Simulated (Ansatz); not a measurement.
# CS: harmonic frequencies at the relaxed geometry

Run with Ansatz 0.2.0 through its Python package.

The script reads `cs.xyz`:
```text
2

C     0.00000    0.00000    0.00000
S     0.00000    0.00000    1.69500
```

Script `cs.py`:
```python
import itertools
import warnings

import ansatz as az
from ase.data import atomic_numbers, covalent_radii
import numpy as np

warnings.simplefilter("ignore", az.DeckWarning)

geometry = az.Crystal.molecule_from_extxyz("cs.xyz")

calculation = geometry.calculation().basis(gaussian="def2-SVP").functional("hf")
symbols = [site.symbol for site in geometry.cartesian_sites]
start = np.array([site.position_ang for site in geometry.cartesian_sites], dtype=float)
rep = calculation.relax(force_tolerance=0.003, max_steps=100).run(threads=1, pin="off").report
end = np.array(rep["positions_ang"])

radius = [covalent_radii[atomic_numbers[s]] for s in symbols]
span = lambda where, i, j: np.linalg.norm(where[i] - where[j])
bonded = [(i, j) for i, j in itertools.combinations(range(len(symbols)), 2) if min(span(start, i, j), span(end, i, j)) < 1.2 * (radius[i] + radius[j])]
print("pair        before    after (A)")
for i, j in bonded:
    print(f"{symbols[i]}{i}-{symbols[j]}{j}".ljust(10), f"{span(start, i, j):8.4f} {span(end, i, j):8.4f}")

minimum = az.Crystal.molecule()
for symbol, place in zip(symbols, end):
    minimum = minimum.atom(symbol, place.tolist())
vibrating = (
    minimum.calculation()
    .basis(gaussian="def2-SVP")
    .functional("hf")
    .phonons(temperatures=(200, 600, 100))
)
vib = vibrating.run(threads=1, pin="off").report["vibrations"]
sums = vib["harmonic_sums"]
modes = [m["omega_inv_cm"] for m in sums["modes_at_gamma"] if m["rigid_motion"] == "no"]
print("frequencies (1/cm):", " ".join(f"{w:.0f}" for w in modes))
print("imaginary modes:", sum(w < 0 for w in modes), " zero-point energy:", round(sums["zero_point_energy_ev"], 4), "eV")
```

```console
$ python cs.py
pair        before    after (A)
C0-S1        1.6950   1.5135
frequencies (1/cm): 1457
imaginary modes: 0  zero-point energy: 0.0903 eV
```

Reading the output:
- The frequencies are harmonic and unscaled, in a modest basis. The result belongs to the one conformer reached from this start, and soft torsions count as harmonic oscillators.
- The spin state was assumed, and another may lie lower.
- The whole script took 3.5 s on 1 thread of Arm Neoverse V1, on a shared host, peak memory 0.15 GiB.

(Lines on the test bed's own set-up are left out of the output.)
